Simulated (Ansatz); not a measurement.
## Four-centre ligand exchange

Start structure (SiNH₇S, closed shell), relaxed at PBE0-D4/def2-TZVP:

```xyz
10
angstrom
Si -0.4955 -0.8756 0.6780
S 1.3537 0.0539 1.2354
H -0.4160 -1.6250 -0.5981
H -0.7513 -1.8773 1.7558
H -1.6458 0.0590 0.6754
H 0.9410 0.8811 -1.8179
N 0.0759 1.0549 -1.3207
H 1.5099 -0.6755 2.3523
H -0.6815 1.0002 -1.9906
H 0.1094 2.0042 -0.9694
```

The step: SiH₄S ([SiH3][SH]) + NH₃ → SiNH₅ ([NH2][SiH3]) + H₂S; bonds formed: Si1–N7, S2–H6; bonds broken: Si1–S2, H6–N7. Program: Ansatz 0.2.0. Basis: def2-TZVPP and def2-QZVPP. Cores are frozen in the correlated methods. Extrapolation: Hartree–Fock as exp(−7.88 √X), correlation as X^−2.97. Energies below are by CCSD(T) at an estimated basis limit (MP2 extrapolated from triple and quadruple zeta, plus CCSD(T) − MP2 in triple zeta).

(1) What are the electronic barrier and the energy of the step, from the start structure to the end structure? (Judge from chemistry; the value comes from the calculation.)

T1 diagnostic: at most 0.011.

## Answers

(1) By the calculation: Barrier 1.129 eV; step energy 0.187 eV (uphill); reverse barrier, their difference, 0.942 eV. Barrier and step energy count from the start structure, the reverse barrier from the end structure.

The saddle point: One imaginary mode of 239i cm⁻¹.
```csv
pair,start (Å),saddle (Å),end (Å)
Si1–N7,2.84,1.86,1.73
S2–H6,3.19,1.87,1.35
Si1–S2,2.14,2.87,4.24
H6–N7,1.01,1.13,2.21
```

Zero-point energy (harmonic, PBE0-D4): ZPE is 1.949 eV at the start and 1.896 eV at the saddle, so the barrier goes from 1.129 to 1.076 eV.

Labels in which every atom is bracketed show which atoms are joined, not bond orders.

For scale, one of the runs: CCSD(T)/def2-TZVPP, 213 basis functions, launched by `ansatz run in.yaml --threads 4 --pin off --events-out ev --progress --plain --max-ram 9574MiB`. Hardware: 4 CPU threads of an Arm Neoverse V1, shared host. Wall time 34 s; peak host memory 2.8 GiB.
